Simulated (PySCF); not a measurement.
methanethiol (CH4S), SMILES CS. Atoms are numbered in the order given.

```xyz
6

C      0.0201     1.1476     0.0000
S     -0.0868    -0.6581     0.0000
H      0.5224     1.5158     0.8939
H     -1.0060     1.5162     0.0000
H      0.5224     1.5158    -0.8939
H      1.2289    -0.9035     0.0000
```
Charge 0, spin multiplicity 1.

Coordinates come from a ωB97X-D3(BJ)/def2-TZVP optimisation.

All values below come from PBE0/pcJ-1 (PySCF).

Isotropic couplings with Fermi-contact, spin-dipole and both spin-orbit terms, one fixed conformer, no vibrational averaging. Isotopes: 13C, 1H.

Computed spin–spin coupling constants:
```json
[
 {"pair": "C1–H3", "bonds apart": "1", "J (Hz)": "140.1"},
 {"pair": "C1–H4", "bonds apart": "1", "J (Hz)": "134.0"},
 {"pair": "C1–H5", "bonds apart": "1", "J (Hz)": "140.1"},
 {"pair": "C1–H6", "bonds apart": "2", "J (Hz)": "-1.0"},
 {"pair": "H3–H4", "bonds apart": "2", "J (Hz)": "-14.6"},
 {"pair": "H3–H5", "bonds apart": "2", "J (Hz)": "-9.7"},
 {"pair": "H4–H5", "bonds apart": "2", "J (Hz)": "-14.6"},
 {"pair": "H3–H6", "bonds apart": "3", "J (Hz)": "3.4"},
 {"pair": "H4–H6", "bonds apart": "3", "J (Hz)": "16.2"},
 {"pair": "H5–H6", "bonds apart": "3", "J (Hz)": "3.4"}
]
```
